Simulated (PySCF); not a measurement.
LiS⁻: energy against distance

Set-up: Li def2-SVPD, S def2-SVPD; no relativity (PySCF 2.14). Energies in eV from Li + S⁻ in their ground configurations at the same level. State: ¹Σ⁺ (singlet), closed shell.

```json
{"R (Å)": "1.780", "M06-2X": "-1.956", "PBE": "-1.900", "r²SCAN": "-1.810"}
{"R (Å)": "1.863", "M06-2X": "-2.252", "PBE": "-2.205", "r²SCAN": "-2.125"}
{"R (Å)": "1.946", "M06-2X": "-2.416", "PBE": "-2.383", "r²SCAN": "-2.308"}
{"R (Å)": "2.008", "M06-2X": "-2.472", "PBE": "-2.452", "r²SCAN": "-2.380"}
{"R (Å)": "2.070", "M06-2X": "-2.485", "PBE": "-2.479", "r²SCAN": "-2.408"}
{"R (Å)": "2.132", "M06-2X": "-2.464", "PBE": "-2.473", "r²SCAN": "-2.401"}
{"R (Å)": "2.215", "M06-2X": "-2.393", "PBE": "-2.424", "r²SCAN": "-2.351"}
{"R (Å)": "2.318", "M06-2X": "-2.256", "PBE": "-2.318", "r²SCAN": "-2.239"}
{"R (Å)": "2.443", "M06-2X": "-2.048", "PBE": "-2.149", "r²SCAN": "-2.061"}
{"R (Å)": "2.608", "M06-2X": "-1.733", "PBE": "-1.890", "r²SCAN": "-1.786"}
```

**Question.** Put a parabola through the three lowest points of the M06-2X curve and estimate Re, k and ωe (reduced mass 5.753 u; 1 eV/Å² = 0.16022 mdyn/Å; ωe = 1302.8·√(k/μ) cm⁻¹).

**Answer.** Through R = 2.008, 2.07, 2.132 Å the second-order coefficient is 4.42 eV/Å², so Re ≈ 2.063 Å, k ≈ 1.42 mdyn/Å and ωe ≈ 647 cm⁻¹. A polynomial fit of higher order to the unrounded M06-2X energies gives Re = 2.060 Å, k = 1.50 mdyn/Å, ωe = 665 cm⁻¹; anharmonicity and rounding make the difference.

The higher-order fit for each curve: M06-2X: Re = 2.060 Å, ωe = 665 cm⁻¹, De = 2.49 eV; PBE: Re = 2.087 Å, ωe = 619 cm⁻¹, De = 2.48 eV; r²SCAN: Re = 2.087 Å, ωe = 631 cm⁻¹, De = 2.41 eV.

For an ion De counts to the pair picked by the measured ionisation energies or electron affinities, which need not be the lowest pair at this level. The highest Kohn–Sham level is positive in this anion. Much of that is self-interaction error, but it also means that the finite basis helps to hold the extra electron.
